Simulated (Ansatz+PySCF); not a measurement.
A calculation with Ansatz (development build ahead of 0.2.0).

```yaml
crystal:
  periodic: [false, false, false]
  atoms:
    - { symbol: Li, position_ang: [0.0, 0.0, -1.19838] }
    - { symbol: H, position_ang: [0.0, 0.0, 3.59515] }
basis:
  gaussian: { orbitals: cc-pVDZ }
hamiltonian:
  xc: pbe0
scf:
  omitted_lower_state_checks: [stability, starts, atomic_configurations, cluster_reference, orbital_swaps, given_window_search, neighbouring_geometries, increment]
output:
  forces: true
```

The input is written out in the form of the current development build from the run's settings.

Output:

```
Converged                       : yes
Total energy                    : -7.92981 hartree
Spin squared of the determinant : 0.000
```

Forces (eV/Å):
```csv
atom,Fx,Fy,Fz
Li1,0.000,0.000,0.459
H2,0.000,0.000,-0.459
```

Caution: charge can spread falsely over distant fragments; an unrestricted determinant lies well below.
